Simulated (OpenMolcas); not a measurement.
OpenMolcas timings: SiO2 (silicon dioxide molecule)

SiO2: 3 atoms, total charge 0, spin state singlet. As SMILES, `O=[Si]=O`. The O1–Si2 distance was set to 3.728 Å, away from the relaxed value. At this shape a bond of the SMILES string is far longer than usual.

```xyz
3

O     1.7292    3.0426    1.2846
Si   -0.0007    0.0004   -0.0002
O    -0.6905   -1.2177   -0.5136
```

Program: OpenMolcas 26.06. Hardware: 1 thread of Arm Neoverse V2, shared host, so times are rough. Two-electron integrals are exact unless an approximation is named.

Estimate their order by wall time, quickest first.
A. energy at PBE0/STO-3G, grid UltraFine
B. energy at UPBE/STO-3G, grid UltraFine
C. energy at HF/STO-3G

C (1.7 s), A (4.2 s), B (20 s).
